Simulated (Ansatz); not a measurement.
The reference is Ir in the fcc (Cu type) structure (space group Fm-3m, No. 225; a = 3.8708 Å).

Computed with plane-wave PAW DFT at the PBE level (Ansatz, an electronic-structure program, 420 eV), scalar-relativistic without spin-orbit coupling.

The change: full substitution Ir → Rh; the structure is relaxed again.

Measured lattice parameter a: Ir 3.831 Å (static lattice; corrected from measurement; as listed in Daniel Mejia-Rodriguez, S. B. Trickey, Phys. Rev. B (2018)); Rh 3.794 Å (static lattice; corrected from measurement; as listed in Daniel Mejia-Rodriguez, S. B. Trickey, Phys. Rev. B (2018)).

**Question.** How well does PBE reproduce the measured shift?

**Answer.** With PBE the lattice parameter a moves by -0.041 Å (3.871 → 3.830) against -0.037 Å measured.

Stability against distortions was not tested. The final runs are not spin-polarised.
